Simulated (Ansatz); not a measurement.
Two shapes of doublet CH₂(+).

Shape 1:

```xyz
3

C    -0.0524   -0.1125   -0.1162
H    -0.2860   -0.0403    0.9582
H     0.4919    0.8235   -0.3206
```

Shape 2:

```xyz
3

C    -0.1089   -0.1391   -0.0325
H     0.1428    0.7425   -0.6793
H     0.5106    0.0922    0.8741
```

Basis set: def2-SVP (spherical functions). Correlated methods keep 1 orbital frozen. Charge 1, multiplicity 2.

Computed with Ansatz (development build ahead of 0.2.0); each method stands on the lowest determinant of its kind that the runs found.

Which shape is lower in energy, and by how much in each method?

| method | E(2) − E(1) (eV) |
| --- | --- |
| UHF | 0.132 |
| UHF-MP2 | 0.112 |
| PBE0 (unrestricted) | 0.096 |

Shape 1 is lower.
